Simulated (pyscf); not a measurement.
`[CH2]1[CH2][CH2]1` + `[NH3]` → `[CH2]1[CH2][CH2]1` + `[NH3]` (four-centre exchange; singlet surface; C–H, H–N broken, C–H, H–N formed). Optimised with ωB97X-D3(BJ)/def2-SVP in PySCF. Energies in eV from the separated reactants.

```tsv
level	barrier	reaction energy
ωB97X-D3(BJ)/def2-TZVP	…	0.00
PBE/def2-TZVP	3.06	0.00
r²SCAN/def2-TZVP	3.27	0.00
B3LYP-D3(BJ)/def2-TZVP	3.34	0.00
ωB97M-D3(BJ)/def2-TZVP	3.38	0.00
HF/def2-TZVP	…	0.00
```

### Question
Some entries are withheld; supply them.

### Answer

- ωB97X-D3(BJ)/def2-TZVP, barrier: 3.47
- HF/def2-TZVP, barrier: 4.23

The functionals in the table span 0.41 eV in this barrier, from PBE to ωB97X-D3(BJ). cyclopropane lies 0.28 eV over its isomer H₂C=CH–CH₃, and others may lie lower still (electronic energy, ωB97M-D3(BJ)). One saddle was located; it need not be the lowest between these sides.
